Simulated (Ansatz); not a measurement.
Compare A (`C=C(C)C=O`) with its isomer B (`C1=COCC1`).

Isolated molecules relaxed with PBE0-D4/def2-TZVP in Ansatz; ΔE leaves out vibrations. CBS: MP2 limit from def2 TZ/QZ plus the TZ coupled-cluster correction, frozen cores. Functionals use def2-TZVPP. B3LYP here is the variant with VWN-RPA as its local correlation; programs differ in this. One conformer a species, not always the lowest.

A:

```xyz
11

C    -0.8851   -0.4905    1.0762
C    -0.0704   -0.1095    0.0923
C     0.1752    1.2978   -0.3287
C     0.6461   -1.1727   -0.6381
O     1.4110   -0.9717   -1.5462
H    -1.4512    0.2210    1.6666
H    -1.0058   -1.5421    1.3172
H     1.2379    1.5394   -0.2478
H    -0.0887    1.4321   -1.3807
H    -0.3982    2.0004    0.2759
H     0.4294   -2.2044   -0.2868
```

B:

Z-matrix (Å, degrees):
```
C
C 1 1.535
O 1 1.439 2 106.8
H 1 1.095 2 111.4 3 -117.1
H 1 1.090 2 114.1 3 119.1
C 2 1.504 1 100.9 3 14.8
H 2 1.096 1 112.4 3 -104.1
H 2 1.093 1 111.5 3 135.6
C 3 1.356 1 106.3 2 -14.3
H 6 1.079 2 125.8 1 173.4
H 9 1.081 3 114.8 1 -172.8
```

(1) Which is lower in electronic energy at CCSD(T)/CBS, and by how much? (Best estimate.)

(2) Give E(B) − E(A) in kcal/mol with BLYP-D4, CCSD/def2-TZVPP, ωB97M-V, PBE0-D4, PBE-D4, B3LYP-D4, HF/def2-TZVPP. (Estimate.)

(3) Does the order hold for the free energy at 298.15 K (harmonic terms from PBE0-D4)? (An estimate is asked.)

Largest T1 diagnostic: 0.014.

Results:

(1) The calculation gave: A, by 5.3 kcal/mol.

(2) Ansatz gave: BLYP-D4 11.0, CCSD/def2-TZVPP 5.5, ωB97M-V 4.7, PBE0-D4 3.0, PBE-D4 5.5, B3LYP-D4 8.4, HF/def2-TZVPP 9.0. None reverses the order clearly.

(3) The calculation gave: Yes: G(B) − G(A) = +8.4 kcal/mol, for one conformer each.

In def2-TZVPP, CCSD(T) changes the Hartree–Fock value by −3.1 kcal/mol (the triples alone add +0.4 kcal/mol) and MP2 by −3.6 kcal/mol. At CCSD(T), def2-SVP lies +3.2 kcal/mol from the extrapolated value and def2-TZVPP +0.6 kcal/mol.
